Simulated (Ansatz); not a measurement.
**CH₅FSi (SMILES C[SiH2]F): one structure at several levels**

Aim: energy, forces and dipole at a structure displaced at random from a GFN2-xTB minimum, from CCSD(T) and from density functionals.

Method: single points in def2-TZVPP; program: Ansatz 0.2.0, Gaussian basis.

Cores are frozen in the correlated methods. B3LYP uses VWN-RPA correlation.

## Step 1: Where the work starts

SMILES `C[SiH2]F`, 8 atoms, charge 0, spin multiplicity 1.

Atoms are counted from 1 here; the program's logs count them from 0.

Bond lengths: C1–Si2 1.947 Å, C1–H4 1.119 Å, C1–H5 1.087 Å, C1–H6 0.888 Å, Si2–F3 1.737 Å, Si2–H7 1.336 Å, Si2–H8 1.456 Å. Angles: Si2–C1–H4 108.1°, Si2–C1–H5 106.2°, Si2–C1–H6 107.9°, H4–C1–H5 107.5°, H4–C1–H6 113.8°, H5–C1–H6 112.9°, C1–Si2–F3 106.2°, C1–Si2–H7 114.9°, C1–Si2–H8 112.8°, F3–Si2–H7 104.3°, F3–Si2–H8 104.5°, H7–Si2–H8 112.9°.

Geometry (Å):

```xyz
8
CH5FSi
C    -0.58300    0.80010   -0.47800
Si    0.34490   -0.65740    0.42000
F     1.95950   -0.66890   -0.21940
H    -0.67780    0.53690   -1.56190
H    -1.58540    0.82500   -0.05800
H    -0.12690    1.54690   -0.32860
H     0.51200   -0.49270    1.73570
H    -0.19210   -1.96610    0.07600
```

## Step 2: CCSD(T)/def2-TZVPP

Contents of run/in.yaml:

```yaml
crystal:
  periodic: [false, false, false]
  atoms:
    - {symbol: C, position_ang: [-0.583000, 0.800100, -0.478000]}
    - {symbol: Si, position_ang: [0.344900, -0.657400, 0.420000]}
    - {symbol: F, position_ang: [1.959500, -0.668900, -0.219400]}
    - {symbol: H, position_ang: [-0.677800, 0.536900, -1.561900]}
    - {symbol: H, position_ang: [-1.585400, 0.825000, -0.058000]}
    - {symbol: H, position_ang: [-0.126900, 1.546900, -0.328600]}
    - {symbol: H, position_ang: [0.512000, -0.492700, 1.735700]}
    - {symbol: H, position_ang: [-0.192100, -1.966100, 0.076000]}
basis:
  gaussian: {orbitals: def2-TZVPP}
correlation: {method: ccsd_t}
output: {forces: true}
```

No record of the launch command was kept for these runs.

## Step 3: PBE0-D4/def2-TZVPP

run/in.yaml: that of step 2 with these lines changed.

```diff
@@ -13,3 +13,3 @@
   gaussian: {orbitals: def2-TZVPP}
-correlation: {method: ccsd_t}
-output: {forces: true}
+hamiltonian: {xc: pbe0, dispersion: d4}
+output: {forces: true, orbitals: {seedname: orbitals}}
```

## Step 4: wB97M-V/def2-TZVPP

run/in.yaml: that of step 3 with these lines changed.

```diff
@@ -13,3 +13,3 @@
   gaussian: {orbitals: def2-TZVPP}
-hamiltonian: {xc: pbe0, dispersion: d4}
-output: {forces: true, orbitals: {seedname: orbitals}}
+hamiltonian: {xc: {name: wB97M-V}}
+output: {forces: true}
```

## Step 5: r2SCAN-D4/def2-TZVPP

run/in.yaml: that of step 4 with these lines changed.

```diff
@@ -13,3 +13,3 @@
   gaussian: {orbitals: def2-TZVPP}
-hamiltonian: {xc: {name: wB97M-V}}
+hamiltonian: {xc: r2scan, dispersion: d4}
 output: {forces: true}
```

## Step 6: PBE-D4/def2-TZVPP

run/in.yaml: that of step 5 with these lines changed.

```diff
@@ -13,3 +13,3 @@
   gaussian: {orbitals: def2-TZVPP}
-hamiltonian: {xc: r2scan, dispersion: d4}
+hamiltonian: {xc: pbe, dispersion: d4}
 output: {forces: true}
```

## Step 7: r2SCAN0-D4/def2-TZVPP

run/in.yaml: that of step 6 with these lines changed.

```diff
@@ -13,3 +13,3 @@
   gaussian: {orbitals: def2-TZVPP}
-hamiltonian: {xc: pbe, dispersion: d4}
+hamiltonian: {xc: {name: r2SCAN0}, dispersion: d4}
 output: {forces: true}
```

## Step 8: B3LYP-D4/def2-TZVPP

run/in.yaml: that of step 7 with these lines changed.

```diff
@@ -13,3 +13,3 @@
   gaussian: {orbitals: def2-TZVPP}
-hamiltonian: {xc: {name: r2SCAN0}, dispersion: d4}
+hamiltonian: {xc: {name: B3LYP}, dispersion: d4}
 output: {forces: true}
```

(Steps that only read results are left out.)

Before running it: what results should come out? Wanted: energy less free atoms, CCSD(T)/def2-TZVPP; RMS force component; RMS force error; HOMO and LUMO, PBE0-D4; T1 diagnostic.

As calculated:

| quantity | value |
| --- | --- |
| energy less free atoms, CCSD(T)/def2-TZVPP | -27.599 eV |
| RMS force component | 3.994 to 4.086 eV/Å over the methods |
| RMS force error | PBE0-D4 0.057, wB97M-V 0.083, r2SCAN-D4 0.055, PBE-D4 0.193, r2SCAN0-D4 0.093, B3LYP-D4 0.104 eV/Å |
| HOMO and LUMO, PBE0-D4 | -9.05 and 0.03 eV |
| T1 diagnostic | 0.011 |

In words: Against CCSD(T) the functionals' energies less atoms differ by -0.702 to -0.271 eV, PBE-D4 by -0.623 eV. CCSD(T) in triple zeta still lacks some correlation energy of the bonds, so part of these gaps is its own basis error and they don't rank the functionals. On forces the order runs from r2SCAN-D4 to PBE-D4. Frozen-core CCSD(T) forces in triple zeta carry basis errors of their own, and this is one geometry, so small gaps rank nothing.
